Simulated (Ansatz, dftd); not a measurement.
Reaction: C2H6S (methylsulfanylmethane, SMILES CSC) + H+ → C2H7S+ (SMILES C[SH+]C)
Each species at its own B3LYP-D3(BJ)/def2-TZVP minimum (Ansatz, a first-principles code).

Wanted: proton affinity (electronic), positive where energy is released, in kJ/mol. UHF or UKS for unpaired electrons; spin-orbit terms are left out. Cores are frozen in correlated methods. Rows without X2C or -DK are non-relativistic. CBS(X,Y): correlation extrapolated as X^-3, Hartree-Fock from the larger set. A bracket is a step between two methods taken in the basis named. Functionals run without relativity, which enters their misses. Double hybrids freeze cores in their MP2 part. 'core' is core correlation in cc-pwCVTZ (1s frozen past Ne), 'X2C' scalar relativity in cc-pVTZ-DK, both at CCSD(T).

| level | program | proton affinity (kJ/mol) | difference against the last row |
|---|---|---|---|
| PBE/def2-TZVPD | Ansatz | 855.2 | 2.6 |
| B3LYP-D4/def2-TZVPD | Ansatz + dftd4 | 856.4 | 3.8 |
| PBE0-D4/def2-TZVPD | Ansatz + dftd4 | 858.5 | 5.9 |
| r2SCANh-D4/def2-TZVPD | Ansatz + dftd4 | 860.2 | 7.6 |
| CAM-B3LYP-D4/def2-TZVPD | Ansatz + dftd4 | 849.7 | -2.9 |
| CAM-B3LYP/def2-TZVPD | Ansatz | 850.4 | -2.2 |
| B2PLYP/def2-TZVPD | Ansatz | 852.2 | -0.4 |
| MP2/cc-pV(T+d)Z | Ansatz | 851.1 | -1.5 |
| CCSD/cc-pV(T+d)Z | Ansatz | 861.8 | 9.2 |
| CCSD/cc-pV(Q+d)Z | Ansatz | 859.5 | 6.9 |
| CCSD(T)/cc-pV(Q+d)Z | Ansatz | 855.4 | 2.8 |
| CCSDT(Q)/cc-pV(D+d)Z | Ansatz | 865.5 | 12.9 |
| CCSD(T)/CBS(cc-pV(T+d)Z,cc-pV(Q+d)Z) + [CCSDT(Q) - CCSD(T)]/cc-pV(D+d)Z + core + X2C | Ansatz | 852.6 | 0.0 |
